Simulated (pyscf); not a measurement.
Multi-bond step: Cl–CH₂–Zn–Cl + hydrogen (H₂) → methane (CH₄) + Cl–Zn–Cl

Gas phase, singlet surface, charge 0. Bonds broken: C1–Zn2, C1–Cl7, H4–H8. Bonds formed: C1–H4, C1–H8, Zn2–Cl7. Structures and frequencies: ωB97X-D3(BJ)/def2-SVP in PySCF.

Transition state (Å):

```xyz
8

C     -1.2629     0.5373     0.2762
Zn    -0.7516    -1.4615     0.2798
Cl    -0.8428    -2.7991     1.9443
H     -1.1780     1.6743    -1.9082
H     -0.5507     1.3743     0.3874
H     -2.2598     0.9500     0.0418
Cl    -0.1834    -1.4867    -1.8370
H     -0.9260     0.9613    -2.0401
```

One imaginary mode, 344i cm⁻¹; descent along it reached the two sides named.

```
bond     change  reactant side (Å)  saddle  product side
-------  ------  -----------------  ------  ------------
C1–Zn2   breaks              1.942   2.063           2.9
C1–Cl7   breaks              1.803     3.1           3.8
H4–H8    breaks              0.761   0.768         1.779
C1–H4     forms                3.7   2.464         1.099
C1–H8     forms                3.2   2.379         1.102
Zn2–Cl7   forms                3.0   2.192         2.108
```

Electronic energies relative to the separated reactants (eV):

```csv
level,barrier,reaction energy,reverse barrier
ωB97X-D3(BJ)/def2-TZVP,1.89,-2.45,4.34
PBE/def2-TZVP,2.11,-2.31,4.43
r²SCAN/def2-TZVP,1.94,-2.43,4.38
B3LYP-D3(BJ)/def2-TZVP,1.88,-2.41,4.29
PBE0-D3(BJ)/def2-TZVP,2.07,-2.43,4.50
M06-2X/def2-TZVP,1.84,-2.50,4.34
ωB97M-D3(BJ)/def2-TZVP,1.92,-2.46,4.38
HF/def2-TZVP,1.30,-2.95,4.25
```

With ωB97M-D3(BJ)/def2-TZVP energies and thermal terms (ideal gas, 1 atm, RRHO with modes under 100 cm⁻¹ raised to 100, one conformer, R ln 2 for rigid chiral ones), in eV:

```json
[
 {"T (K)": "298", "ΔH‡": "1.87", "ΔG‡": "2.17", "ΔH": "-2.26", "ΔG": "-2.26"},
 {"T (K)": "600", "ΔH‡": "1.90", "ΔG‡": "2.45", "ΔH": "-2.31", "ΔG": "-2.24"},
 {"T (K)": "900", "ΔH‡": "1.92", "ΔG‡": "2.73", "ΔH": "-2.35", "ΔG": "-2.19"},
 {"T (K)": "1200", "ΔH‡": "1.94", "ΔG‡": "2.99", "ΔH": "-2.38", "ΔG": "-2.13"}
]
```

This is the saddle that the search found; another between the same sides may lie lower. Elements up to Kr have no core potential and no relativistic terms here.
